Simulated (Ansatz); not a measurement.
1T (CdI2-type) HfS₂, treated with PBEsol (plane waves, PAW; Ansatz, a quantum-chemistry and plane-wave program).

Run with plane-wave cutoff 560 eV, 12×12×6 k mesh (along the axes of the cell as run), perturbation theory, scalar-relativistic PAW data made under PBE.

The cell has the measured lattice parameters. Conventional cell: a = 3.6350 Å, b = 3.6350 Å, c = 5.8370 Å, α = 90.00°, β = 90.00°, γ = 120.00°.

```cif
data_HfS2
_chemical_formula_sum 'Hf1 S2'
_space_group_name_H-M_alt 'P 1'
_space_group_IT_number 1
_cell_length_a 3.63500
_cell_length_b 3.63500
_cell_length_c 5.83700
_cell_angle_alpha 90.000
_cell_angle_beta 90.000
_cell_angle_gamma 120.000
loop_
_space_group_symop_operation_xyz
  'x, y, z'
loop_
_atom_site_label
_atom_site_type_symbol
_atom_site_fract_x
_atom_site_fract_y
_atom_site_fract_z
_atom_site_occupancy
Hf1 Hf 0.00000 0.00000 0.00000 1
S1 S 0.33333 0.66667 0.24471 1
S2 S 0.66667 0.33333 0.75529 1
```

Harmonic phonon frequencies (cm⁻¹; i marks an imaginary mode; at Γ without the LO shift):

```
q point                         frequencies
-------  ----------------------------------
Γ             0 0 0 149 149 258 258 296 318
M         56 77 143 205 243 250 274 299 323
K        54 129 129 235 247 247 291 291 316
```

No imaginary mode appears at these points.

Note: the cell isn't this level's own, so it is under some stress, which shifts stiffness and frequencies.
